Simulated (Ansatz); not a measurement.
Kohn–Sham single points on C5H7F (`C#CC(C)(C)F`).

```yaml
crystal:
  periodic: [false, false, false]
  atoms:
    - {symbol: C, position_ang: [-0.736273, 1.226504, -2.059081]}
    - {symbol: C, position_ang: [-0.220474, 0.742659, -1.090589]}
    - {symbol: C, position_ang: [0.379776, 0.131418, 0.096026]}
    - {symbol: C, position_ang: [-0.429701, 0.452869, 1.338502]}
    - {symbol: C, position_ang: [0.574211, -1.360155, -0.103289]}
    - {symbol: F, position_ang: [1.648859, 0.694536, 0.271562]}
    - {symbol: H, position_ang: [-1.185315, 1.662359, -2.920221]}
    - {symbol: H, position_ang: [-1.437758, 0.045684, 1.249205]}
    - {symbol: H, position_ang: [-0.498502, 1.532542, 1.471860]}
    - {symbol: H, position_ang: [0.057042, 0.013482, 2.211042]}
    - {symbol: H, position_ang: [-0.388396, -1.850188, -0.255676]}
    - {symbol: H, position_ang: [1.054529, -1.783440, 0.780699]}
    - {symbol: H, position_ang: [1.202401, -1.543070, -0.975138]}
basis:
  gaussian: {orbitals: def2-TZVPP}
hamiltonian: {xc: hse06, dispersion: d4}
output: {orbitals: {seedname: orbitals}}
```

```sh
$ ansatz run in.yaml --threads 4 --pin off --events-out ev --progress --plain
```

Shortened log:

```
Functional definition: HSE06
1469 factors; their error is unknown
116 factors; integrals over basis functions are off by at most 3.3e-7 eV
mean field evaluation 1: about -7997.1850 eV, gradient 6.8e1 eV
mean field evaluation 2: about -7994.4931 eV, gradient 7.2e1 eV
mean field evaluation 4: about -8007.6994 eV, gradient 7.5e0 eV
mean field evaluation 8: about -8007.8113 eV, gradient 6.5e-1 eV
mean field evaluation 16: about -8007.8119 eV, gradient 7.4e-5 eV
mean field -8007.81185366 eV, -294.2816577323 hartree, gradient 7.4e-5 eV, S^2 0.000000; 0 other end points of the search recorded, 0 dependent functions left out
reference -8007.81189639 eV, -294.2816593024 hartree; 23, 23 occupied and 261, 261 virtual orbitals, 1469 factors
Total energy: -8008.00679448 eV, -294.2888216752 hartree
```

Hardware: 4 threads of a server CPU on a shared host. Wall time 2.2 s, peak host memory 0.75 GiB.

Changing it to `hamiltonian: {xc: {name: B97M-V}}` (abridged; 4.3 s):

```
Functional definition: B97M-V
mean field evaluation 16: about -8016.6935 eV, gradient 3.9e-4 eV
mean field -8016.69345561 eV, -294.6080505836 hartree, gradient 4.1e-5 eV, S^2 0.000000
Total energy: -8016.69351735 eV, -294.6080528526 hartree
```

Changing it to `hamiltonian: {xc: {name: B2PLYP}}` (abridged; 4.1 s):

```
Functional definition: B2PLYP
mean field evaluation 16: about -8001.6971 eV, gradient 3.6e-4 eV
mean field -8001.69709940 eV, -294.0569446579 hartree, gradient 4.7e-6 eV, S^2 0.000000
6 core orbitals not correlated: weight in the atoms' cores, before any rotation towards them, 1.000 or more for the frozen orbitals, at most 0.000 for the correlated occupied ones
second order -35.17095724 eV of doubles, -0.00000000 eV of singles
Total energy: -8011.19343726 eV, -294.4059286375 hartree
```

Changing it to `hamiltonian: {xc: {name: LC-wPBE}}` (abridged; 1.8 s):

```
Functional definition: LC-wPBE
mean field evaluation 16: about -8012.3281 eV, gradient 3.3e-4 eV
mean field -8012.32806826 eV, -294.4476255577 hartree, gradient 3.8e-5 eV, S^2 0.000000
Total energy: -8012.32806827 eV, -294.4476255580 hartree
```

Changing it to `hamiltonian: {xc: {name: BHLYP}, dispersion: d4}` (abridged; 2.1 s):

```
Functional definition: BHLYP
mean field evaluation 16: about -8013.1184 eV, gradient 2.0e-4 eV
mean field -8013.11839216 eV, -294.4766694250 hartree, gradient 5.7e-5 eV, S^2 0.000000
Total energy: -8013.39458831 eV, -294.4868194464 hartree
```

Changing it to `hamiltonian: {xc: {name: CAM-B3LYP}, dispersion: d4}` (abridged; 2.4 s):

```
Functional definition: CAM-B3LYP
mean field evaluation 16: about -8013.8420 eV, gradient 1.0e-4 eV
mean field -8013.84199479 eV, -294.5032613312 hartree, gradient 3.4e-5 eV, S^2 0.000000
Total energy: -8014.05302740 eV, -294.5110166367 hartree
```

HSE06 is the plane-wave form, built on full-range PBE exchange.
